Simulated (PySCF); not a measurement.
# Molecular orbitals of HCl

PBE0 at R = 1.280 Å; PySCF, no relativity, basis sets H def2-TZVP, Cl def2-TZVP. State: triplet, unpaired electrons σ ↑, π ↑, a second solution, started from another occupation. Only the outer orbitals are listed, counted within each symmetry.

```csv
spin,orbital,occ.,ε (eV),on H (%),main shells (%)
α,4σ,1,-26.32,6,93 Cl s
α,5σ,1,-14.95,24,"70 Cl p, 24 H s"
α,2π,1,-13.21,0,100 Cl p
α,2π,1,-11.57,0,100 Cl p
α,6σ,1,-2.69,82,"82 H s, 14 Cl p, 9 Cl d"
α,7σ,0,4.21,71,"70 H s, 23 Cl d"
α,3π,0,7.78,0,96 Cl p
α,4π,0,8.14,3,94 Cl d
β,4σ,1,-24.29,6,92 Cl s
β,5σ,1,-13.56,18,"75 Cl p, 18 H s"
β,2π,1,-10.88,0,100 Cl p
β,2π,0,-7.42,0,100 Cl p
β,6σ,0,1.35,92,91 H s
β,7σ,0,5.48,60,"59 H s, 24 Cl d, 16 Cl p"
```

Which are the highest filled and the lowest empty level, where do they sit, and how wide is the gap?

Highest filled α 6σ at -2.69 eV (in %: 82 H s, 14 Cl p, 9 Cl d); lowest empty β 2π at -7.42 eV (in %: 100 Cl p); the gap at PBE0 is -4.73 eV.

- bond order (Mayer): 0.33
- ⟨S²⟩: 2.005
- charge on H (Mulliken, basis-dependent): -0.38
- charge on H (Löwdin, basis-dependent): -0.40
- dipole moment (positive dipole means H(−)Cl(+)): 1.60 D

Counting both spins, an empty level lies below a filled one in this solution, because spin and occupation are held.
